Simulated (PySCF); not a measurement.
Gas-phase reaction: 3 (CH3)2SiH2 ⇌ 3 SiH4 + 2 CH3 + 2 C2H3 (vinyl)

Energies from PySCF, thermal terms from the rigid-rotor harmonic-oscillator model, ideal gas at 1 bar. † marks an energy on the PBE0/def2-TZVP geometry and frequencies; other levels use their own. Open shells (unrestricted): CH3 (multiplicity 2), C2H3 (vinyl) (multiplicity 2); the rest are closed-shell singlets. B3LYP is the form with VWN-RPA correlation. The harmonic model lacks anharmonicity and excited electronic states, which grow with temperature; levels with a mode under 35 cm⁻¹ are left out. Internal rotation in (CH3)2SiH2 is treated as a harmonic vibration of one conformer, which makes the entropy rough.

```json
[
 {"level": "B3LYP/def2-TZVP†", "ΔE electronic, kJ": "1237", "ΔH°(298 K), kJ": "1143", "ΔS°(298 K), J/K": "579", "ΔG°(2000 K), kJ": "21"},
 {"level": "BLYP/def2-TZVP†", "ΔE electronic, kJ": "1188", "ΔH°(298 K), kJ": "1094", "ΔS°(298 K), J/K": "579", "ΔG°(2000 K), kJ": "-28"},
 {"level": "M06-2X/def2-TZVP†", "ΔE electronic, kJ": "1346", "ΔH°(298 K), kJ": "1252", "ΔS°(298 K), J/K": "579", "ΔG°(2000 K), kJ": "130"},
 {"level": "PBE/def2-SVP", "ΔE electronic, kJ": "1327", "ΔH°(298 K), kJ": "1234", "ΔS°(298 K), J/K": "580", "ΔG°(2000 K), kJ": "110"},
 {"level": "PBE0/def2-SVP†", "ΔE electronic, kJ": "1346", "ΔH°(298 K), kJ": "1252", "ΔS°(298 K), J/K": "579", "ΔG°(2000 K), kJ": "130"},
 {"level": "PBE0/def2-TZVP", "ΔE electronic, kJ": "1332", "ΔH°(298 K), kJ": "1238", "ΔS°(298 K), J/K": "579", "ΔG°(2000 K), kJ": "116"},
 {"level": "r2SCAN/def2-TZVP†", "ΔE electronic, kJ": "1287", "ΔH°(298 K), kJ": "1192", "ΔS°(298 K), J/K": "579", "ΔG°(2000 K), kJ": "70"},
 {"level": "LDA/def2-TZVP†", "ΔE electronic, kJ": "1535", "ΔH°(298 K), kJ": "1441", "ΔS°(298 K), J/K": "579", "ΔG°(2000 K), kJ": "319"},
 {"level": "ωB97M-V/def2-TZVP†", "ΔE electronic, kJ": "1354", "ΔH°(298 K), kJ": "1260", "ΔS°(298 K), J/K": "579", "ΔG°(2000 K), kJ": "138"},
 {"level": "ωB97X-V/def2-TZVP†", "ΔE electronic, kJ": "1357", "ΔH°(298 K), kJ": "1263", "ΔS°(298 K), J/K": "579", "ΔG°(2000 K), kJ": "141"}
]
```
ΔH° is lowest at BLYP/def2-TZVP† and highest at LDA/def2-TZVP†. No reference value is set beside these.
